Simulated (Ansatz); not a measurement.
**CH2B (quartet): from Hartree-Fock to the top rungs, cc-pVTZ**

An exercise on one series of results from a longer session: the logs are not shown, and one member is left open.

Method: cc-pVTZ, core rule «outside noble gas», up to 2 orbitals frozen; program: Ansatz 0.2.0, Gaussian basis.

To be run: UHF; CCSD(T) on ROHF; CCSD(T) on UHF; BCCD(T) on ROHF; CCSDT(Q) on ROHF; CCSDT(Q) on UHF; CASSCF and MRCISD+Q, 9 electrons in 10 orbitals; CASSCF and NEVPT2, 9 electrons in 10 orbitals.

5 further runs of the same task are left out: 5 set aside as unsound or not needed.

**The system**

The geometry is a PBE0/def2-TZVP stationary point (not a proven minimum) of the parent state, kept for this charge and spin.

4 atoms, charge 0, spin multiplicity 4.

Atoms are counted from 1 here; the program's logs count them from 0.

Bond lengths: B1–C2 1.382 Å, C2–H3 1.086 Å, C2–H4 1.086 Å. Angles: B1–C2–H3 121.6°, B1–C2–H4 121.6°, H3–C2–H4 116.9°.

Set-up of the first run:

The input, in.yaml:

```yaml
crystal:
  periodic: [false, false, false]
  atoms:
    - {symbol: B, position_ang: [0.000000, 0.000000, 0.826501]}
    - {symbol: C, position_ang: [0.000000, 0.000000, -0.555344]}
    - {symbol: H, position_ang: [0.000000, -0.925158, -1.123694]}
    - {symbol: H, position_ang: [0.000000, 0.925158, -1.123694]}
basis:
  gaussian: {orbitals: cc-pVTZ}
magnetization: {spin_polarized: true, initial_magnetization: 3}
hamiltonian: {xc: hf}
output: {orbitals: {seedname: orbitals}}
```

Run with:

```
$ ansatz run in.yaml --threads 1 --pin off --events-out ev --progress --plain --max-ram 2560MiB --backend cpu
```

Steps of the session up to this table: UHF; CCSD(T) on ROHF; CCSD(T) on UHF; BCCD(T) on ROHF; CCSDT(Q) on ROHF; CCSDT(Q) on UHF; CASSCF and MRCISD+Q, 9 electrons in 10 orbitals; CASSCF and NEVPT2, 9 electrons in 10 orbitals.

One table of the session follows, with a row left open; its other results are not shown here.

```
          method  from UCCSDT(Q) (meV)
            ROHF               +6029.2
             UHF               +5960.5
            RMP2                +870.5
            UMP2                +883.7
           RCCSD                +223.2
           UCCSD                +221.4
        RCCSD(T)                 +28.8
        UCCSD(T)                 +28.0
         BCCD(T)                 +28.3
          RCCSDT                  +7.8
          UCCSDT                  +6.8
       RCCSDT(Q)                  +1.2
       UCCSDT(Q)                     0
  CASSCF valence               +4055.4
  NEVPT2 valence                +920.7
  MRCISD valence                +240.8
MRCISD+Q valence                     ?
```

Estimate the missing values for MRCISD+Q valence.

The run gave: from UCCSDT(Q) (meV): +43.9. In the column «from UCCSDT(Q) (meV)» it lies between RCCSD(T) (+28.8) and UCCSD (+221.4).

Among the levels timed on like hardware and quicker than the yardstick, those that no quicker one beats, quickest first: UCCSD(T) (2 s, +28.0 meV).

Caveats from the session: Of the multireference levels listed MRCISD+Q valence comes nearest in total energy (+43.9 meV), which doesn't show that its space is the better one. Restricted and unrestricted rows rest on different reference determinants; where their highest levels disagree by more than a few hundredths of an eV, they describe different states and don't form one ladder.
